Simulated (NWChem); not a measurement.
The numbers come from NWChem runs, not from measurements. System: Al (-1), charge -1, spin multiplicity 3. Its SCF solution wasn't tested for a lower state. Level: UHF/def2-TZVPD.

Input file:

```
start mol
memory heap 200 mb stack 900 mb global 1100 mb
charge -1
geometry units angstroms nocenter noautoz
  Al     0.000000     0.000000     0.000000
  symmetry group D2h
end
basis spherical
  * library def2-tzvpd
end
scf
  uhf
  nopen 2
  maxiter 100
  thresh 1e-7
  semidirect memsize 60000000 filesize 0
  # guess.movecs holds the orbitals of an unrestricted PBE0 run
  vectors input guess.movecs output mol.movecs
end
task scf energy
```

Part of the output:

```
             Northwest Computational Chemistry Package (NWChem) 7.3.0
             --------------------------------------------------------

                                NWChem Input Module
                                -------------------

 Scaling coordinates for geometry "geometry" by  1.889725989
 (inverse scale =  0.529177249)

                             Geometry "geometry" -> ""
                             -------------------------

 Output coordinates in angstroms (scale by  1.889725989 to convert to a.u.)

  No.       Tag          Charge          X              Y              Z
 ---- ---------------- ---------- -------------- -------------- --------------
    1 Al                  13.0000     0.00000000     0.00000000     0.00000000

 Effective nuclear repulsion energy (a.u.)       0.0000000000

            Nuclear Dipole moment (a.u.)
            ----------------------------
        X                 Y               Z
 ---------------- ---------------- ----------------
     0.0000000000     0.0000000000     0.0000000000

      Symmetry information
      --------------------

 Group name             D2h
 Group number             26
 Group order               8
 No. of unique centers     1

      Symmetry unique atoms

     1


 Summary of "ao basis" -> "" (spherical)
 ------------------------------------------------------------------------------
       Tag                 Description            Shells   Functions and Types
 ---------------- ------------------------------  ------  ---------------------
 *                         def2-tzvpd                 on all atoms

 Summary of "ao basis" -> "ao basis" (spherical)
 ------------------------------------------------------------------------------
       Tag                 Description            Shells   Functions and Types
 ---------------- ------------------------------  ------  ---------------------
 Al                        def2-tzvpd               15       43   6s5p3d1f

                                 NWChem SCF Module
                                 -----------------

  ao basis        = "ao basis"
  functions       =    43
  atoms           =     1
  alpha electrons =     8
  beta  electrons =     6
  charge          =  -1.00
  wavefunction    = UHF
  use symmetry    = T
  symmetry adapt  = T

 Summary of "ao basis" -> "ao basis" (spherical)
 ------------------------------------------------------------------------------
       Tag                 Description            Shells   Functions and Types
 ---------------- ------------------------------  ------  ---------------------
 Al                        def2-tzvpd               15       43   6s5p3d1f

      Symmetry analysis of basis
      --------------------------

        ag         12
        au          1
        b1g         3
        b1u         7
        b2g         3
        b2u         7
        b3g         3
        b3u         7

 Forming initial guess at       0.0s

   Symmetry analysis of molecular orbitals - initial alpha
   -------------------------------------------------------

  Numbering of irreducible representations:

     1 ag          2 au          3 b1g         4 b1u         5 b2g
     6 b2u         7 b3g         8 b3u

  Orbital symmetries:

     1 ag          2 ag          3 b1u         4 b3u         5 b2u
     6 ag          7 b3u         8 b2u         9 b1u        10 ag
    11 b1g        12 ag         13 b2g        14 b3g        15 ag
    16 b3u        17 b2u        18 b1u

   Symmetry analysis of molecular orbitals - initial beta
   ------------------------------------------------------

  Numbering of irreducible representations:

     1 ag          2 au          3 b1g         4 b1u         5 b2g
     6 b2u         7 b3g         8 b3u

  Orbital symmetries:

     1 ag          2 ag          3 b1u         4 b3u         5 b2u
     6 ag          7 b1u         8 b2u         9 b3u        10 ag
    11 ag         12 b3g        13 b2g        14 b1g        15 ag
    16 b1u        17 b2u        18 b3u

 Starting SCF solution at       0.0s

 ----------------------------------------------
         Quadratically convergent UHF

 Convergence threshold     :          1.000E-07
 Maximum no. of iterations :          100
 Integral*density screening:          1.000E-09
 ----------------------------------------------

              iter       energy          gnorm     gmax       time
             ----- ------------------- --------- --------- --------
                 1     -241.8595572154  4.11D-01  1.87D-01      0.1
                 2     -241.8639983168  3.54D-02  1.17D-02      0.1
                 3     -241.8642177666  3.97D-04  1.97D-04      0.1
                 4     -241.8642178408  1.16D-07  5.64D-08      0.1
                 5     -241.8642178408  6.86D-09  2.34D-09      0.1

       Final UHF  results
       ------------------

         Total SCF energy =   -241.864217840818
      One electron energy =   -339.663666653421
      Two electron energy =     97.799448812602
 Nuclear repulsion energy =      0.000000000000

                       Sz =      1.0000
                 Sz(Sz+1) =      2.0000
                      S^2 =      2.0218

        Time for solution =      0.1s

       Symmetry analysis of molecular orbitals - alpha
       -----------------------------------------------

  Numbering of irreducible representations:

     1 ag          2 au          3 b1g         4 b1u         5 b2g
     6 b2u         7 b3g         8 b3u

  Orbital symmetries:

     1 ag          2 ag          3 b2u         4 b3u         5 b1u
     6 ag          7 b2u         8 b3u         9 ag         10 b1u
    11 ag         12 b1g        13 b2g        14 b3g        15 ag
    16 b2u        17 b3u        18 ag

       Symmetry analysis of molecular orbitals - beta
       ----------------------------------------------

  Numbering of irreducible representations:

     1 ag          2 au          3 b1g         4 b1u         5 b2g
     6 b2u         7 b3g         8 b3u

  Orbital symmetries:

     1 ag          2 ag          3 b1u         4 b3u         5 b2u
     6 ag          7 ag          8 b1u         9 b3u        10 b2u
    11 ag         12 b3g        13 b2g        14 ag         15 b1g
    16 b1u        17 ag         18 b2g

          Final alpha eigenvalues
          -----------------------

              1
    1  -58.2580
    2   -4.6691
    3   -2.9834
    4   -2.9834
    5   -2.9784
    6   -0.2258
    7   -0.0067
    8   -0.0067
    9    0.2013
   10    0.2139
   11    0.2575
   12    0.2575
   13    0.2597
   14    0.2597
   15    0.2610
   16    0.5194
   17    0.5194
   18    0.5290

          Final beta eigenvalues
          ----------------------

              1
    1  -58.2539
    2   -4.6648
    3   -2.9763
    4   -2.9695
    5   -2.9695
    6   -0.1193
    7    0.2128
    8    0.2297
    9    0.2665
   10    0.2665
   11    0.2713
   12    0.2735
   13    0.2735
   14    0.2837
   15    0.2837
   16    0.5509
   17    0.5700
   18    0.5791

                    UHF Final Alpha Molecular Orbital Analysis
                    ------------------------------------------

 Vector    6  Occ=1.000000D+00  E=-2.258205D-01  Symmetry=ag
              MO Center= -3.9D-17,  1.1D-16, -6.4D-18, r^2= 2.7D+00
   Bfn.  Coefficient  Atom+Function         Bfn.  Coefficient  Atom+Function
  ----- ------------  ---------------      ----- ------------  ---------------
     4      0.528291  1 Al s                  5      0.519618  1 Al s
     3     -0.324459  1 Al s

 Vector    7  Occ=1.000000D+00  E=-6.671033D-03  Symmetry=b2u
              MO Center=  4.7D-33, -1.1D-16,  3.3D-32, r^2= 4.5D+00
   Bfn.  Coefficient  Atom+Function         Bfn.  Coefficient  Atom+Function
  ----- ------------  ---------------      ----- ------------  ---------------
    20      0.760105  1 Al py                17      0.327778  1 Al py

 Vector    8  Occ=1.000000D+00  E=-6.671033D-03  Symmetry=b3u
              MO Center=  4.2D-17, -1.6D-33, -5.1D-32, r^2= 4.5D+00
   Bfn.  Coefficient  Atom+Function         Bfn.  Coefficient  Atom+Function
  ----- ------------  ---------------      ----- ------------  ---------------
    19      0.760105  1 Al px                16      0.327778  1 Al px

 Vector    9  Occ=0.000000D+00  E= 2.012871D-01  Symmetry=ag
              MO Center= -2.7D-32, -2.8D-32,  2.0D-32, r^2= 1.5D+01
   Bfn.  Coefficient  Atom+Function         Bfn.  Coefficient  Atom+Function
  ----- ------------  ---------------      ----- ------------  ---------------
     6     -2.479637  1 Al s                  5      2.299446  1 Al s
     4     -0.172897  1 Al s

 Vector   10  Occ=0.000000D+00  E= 2.139154D-01  Symmetry=b1u
              MO Center= -1.6D-32, -3.9D-33,  1.1D-17, r^2= 5.4D+00
   Bfn.  Coefficient  Atom+Function         Bfn.  Coefficient  Atom+Function
  ----- ------------  ---------------      ----- ------------  ---------------
    21      0.907886  1 Al pz

 Vector   11  Occ=0.000000D+00  E= 2.574986D-01  Symmetry=ag
              MO Center=  1.1D-17,  1.3D-16,  8.7D-18, r^2= 1.3D+01
   Bfn.  Coefficient  Atom+Function         Bfn.  Coefficient  Atom+Function
  ----- ------------  ---------------      ----- ------------  ---------------
    36      1.102381  1 Al d  2              31     -0.185593  1 Al d  2

                     UHF Final Beta Molecular Orbital Analysis
                     -----------------------------------------

 Vector    4  Occ=1.000000D+00  E=-2.969484D+00  Symmetry=b3u
              MO Center= -6.7D-37,  4.5D-39, -1.7D-40, r^2= 1.3D-01
   Bfn.  Coefficient  Atom+Function         Bfn.  Coefficient  Atom+Function
  ----- ------------  ---------------      ----- ------------  ---------------
     7      0.547368  1 Al px                10      0.411668  1 Al px
    13      0.195908  1 Al px

 Vector    5  Occ=1.000000D+00  E=-2.969484D+00  Symmetry=b2u
              MO Center= -1.3D-33, -1.4D-32, -1.4D-33, r^2= 1.3D-01
   Bfn.  Coefficient  Atom+Function         Bfn.  Coefficient  Atom+Function
  ----- ------------  ---------------      ----- ------------  ---------------
     8      0.547368  1 Al py                11      0.411668  1 Al py
    14      0.195908  1 Al py

 Vector    6  Occ=1.000000D+00  E=-1.192769D-01  Symmetry=ag
              MO Center=  2.2D-37, -2.0D-35,  2.8D-20, r^2= 2.6D+00
   Bfn.  Coefficient  Atom+Function         Bfn.  Coefficient  Atom+Function
  ----- ------------  ---------------      ----- ------------  ---------------
     4      0.633284  1 Al s                  5      0.374226  1 Al s
     3     -0.340105  1 Al s                  6      0.152044  1 Al s

 Vector    7  Occ=0.000000D+00  E= 2.127681D-01  Symmetry=ag
              MO Center=  6.9D-29,  1.5D-34, -4.4D-19, r^2= 1.5D+01
   Bfn.  Coefficient  Atom+Function         Bfn.  Coefficient  Atom+Function
  ----- ------------  ---------------      ----- ------------  ---------------
     6     -2.512070  1 Al s                  5      2.390663  1 Al s
     4     -0.245010  1 Al s                 34     -0.159763  1 Al d  0

 Vector    8  Occ=0.000000D+00  E= 2.297410D-01  Symmetry=b1u
              MO Center=  3.6D-17,  4.5D-17,  3.5D-16, r^2= 5.4D+00
   Bfn.  Coefficient  Atom+Function         Bfn.  Coefficient  Atom+Function
  ----- ------------  ---------------      ----- ------------  ---------------
    21      0.906111  1 Al pz

 Vector    9  Occ=0.000000D+00  E= 2.665316D-01  Symmetry=b3u
              MO Center= -5.3D-15,  8.3D-15,  4.0D-15, r^2= 5.6D+00
   Bfn.  Coefficient  Atom+Function         Bfn.  Coefficient  Atom+Function
  ----- ------------  ---------------      ----- ------------  ---------------
    19      0.937280  1 Al px

 center of mass
 --------------
 x =   0.00000000 y =   0.00000000 z =   0.00000000

 moments of inertia (a.u.)
 ------------------
           0.000000000000           0.000000000000           0.000000000000
           0.000000000000           0.000000000000           0.000000000000
           0.000000000000           0.000000000000           0.000000000000

  Mulliken analysis of the total density
  --------------------------------------

    Atom       Charge   Shell Charges
 -----------   ------   -------------------------------------------------------
    1 Al  13    14.00   2.00  0.66  1.32  0.98  0.84  0.20  2.91  2.28  0.82  0.53  1.46  0.00  0.01  0.00  0.00

  Mulliken analysis of the alpha density
  --------------------------------------

    Atom       Charge   Shell Charges
 -----------   ------   -------------------------------------------------------
    1 Al  13     8.00   1.00  0.33  0.66  0.44  0.49  0.07  1.46  1.14  0.41  0.52  1.46  0.00  0.00  0.00  0.00

   Mulliken analysis of the beta density
   -------------------------------------

    Atom       Charge   Shell Charges
 -----------   ------   -------------------------------------------------------
    1 Al  13     6.00   1.00  0.33  0.66  0.53  0.35  0.12  1.44  1.14  0.41  0.01 -0.00  0.00  0.00  0.00  0.00

   Mulliken analysis of the spin density
   -------------------------------------

    Atom       Charge   Shell Charges
 -----------   ------   -------------------------------------------------------
    1 Al  13     2.00  -0.00 -0.00  0.00 -0.09  0.14 -0.05  0.02 -0.00  0.00  0.52  1.46 -0.00  0.00  0.00  0.00

       Multipole analysis of the density wrt the origin
       ------------------------------------------------

     L   x y z        total         alpha         beta         nuclear
     -   - - -        -----         -----         ----         -------
     0   0 0 0     -1.000000     -8.000000     -6.000000     13.000000

     1   1 0 0     -0.000000     -0.000000     -0.000000      0.000000
     1   0 1 0     -0.000000     -0.000000     -0.000000      0.000000
     1   0 0 1      0.000000      0.000000      0.000000      0.000000

     2   2 0 0    -20.466508    -17.023223     -3.443285      0.000000
     2   1 1 0      0.000000      0.000000     -0.000000      0.000000
     2   1 0 1      0.000000      0.000000      0.000000      0.000000
     2   0 2 0    -20.466508    -17.023223     -3.443285      0.000000
     2   0 1 1      0.000000      0.000000      0.000000      0.000000
     2   0 0 2    -13.897068     -9.742785     -4.154283      0.000000

 Task  times  cpu:        0.1s     wall:        0.1s

 Total times  cpu:        0.1s     wall:        0.1s
```
